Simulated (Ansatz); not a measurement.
Cost and result up the ladder for Mg3H6 (9 atoms). The state is a singlet with charge 0. Geometry: r2SCAN-D4/def2-TZVP.

```
atom    x (Å)    y (Å)    z (Å)
 Mg1  -0.3426   0.3956   1.5106
 Mg2   1.5437  -0.5846  -0.0168
 Mg3  -1.3331   0.3415  -0.9118
  H4  -1.9305   0.8882   0.9067
  H5   2.8587  -1.2331  -0.8803
  H6   1.2923  -0.1494   1.9094
  H7  -2.1093   0.3663  -2.4258
  H8  -0.3920  -1.0798   0.1429
  H9   0.4128   1.0554  -0.2348
```

Ansatz on 4 threads of Arm Neoverse V2 on a shared host. Times are rough, and most runs start from the orbitals of an earlier one. ωB97X-V/def2-TZVP serves as the yardstick here, not as an exact answer. Differences are given only for rows in sets of like size (and for xTB, whose basis is part of the method), since another set adds its own error. Binding counts from free atoms at the same level (Mg singlet, H doublet; other spins of the atoms weren't run), without zero-point energy or a counterpoise term.

LC-ωPBE has ω = 0.4 bohr⁻¹. Correlated methods freeze 3 core orbitals; core or outer-core shells of Mg are correlated, in sets that lack core-valence functions. The structure comes from a short search, and lower isomers may exist.

Correlated methods converge slowly with the basis.

```tsv
level	functions	binding energy per atom (eV)	difference from ωB97X-V/def2-TZVP (eV)
r2SCAN0-D4/def2-TZVP	132	1.87	0.01
MP2/def2-TZVP	132	1.66	-0.21
PBE-D4/def2-TZVP (with forces)	132	1.77	-0.09
CCSD(T)/def2-TZVPP	180	1.80	-0.06
PBE-D4/def2-TZVPD	159	1.78	-0.09
LC-ωPBE/def2-TZVP	132	1.85	-0.02
HF/def2-TZVP	132	1.38	-0.48
ωB97X-V/def2-TZVP	132	1.87	0.00
r2SCAN-D4/def2-TZVPD	159	1.89	0.02
PBE0-D4/def2-TZVPD	159	1.79	-0.07
r2SCANh-D4/def2-TZVP	132	1.88	0.01
PBE-D4/def2-SVP	84	1.76	–
r2SCAN-D4/def2-TZVP	132	1.88	0.02
PBE0-D4/def2-TZVP	132	1.79	-0.07
```

(1) Estimate how long each takes.

Results:

(1) HF/def2-TZVP 0.45 s; PBE-D4/def2-SVP 0.6 s; MP2/def2-TZVP 0.65 s; PBE-D4/def2-TZVP (with forces) 1 s; PBE0-D4/def2-TZVP 1 s; LC-ωPBE/def2-TZVP 1.1 s; PBE-D4/def2-TZVPD 1.3 s; PBE0-D4/def2-TZVPD 1.4 s; r2SCAN-D4/def2-TZVP 1.9 s; r2SCAN0-D4/def2-TZVP 2 s; r2SCANh-D4/def2-TZVP 2 s; r2SCAN-D4/def2-TZVPD 2.6 s; ωB97X-V/def2-TZVP 3.3 s; CCSD(T)/def2-TZVPP 52 s. On shared hardware such times vary by a factor of up to 3.
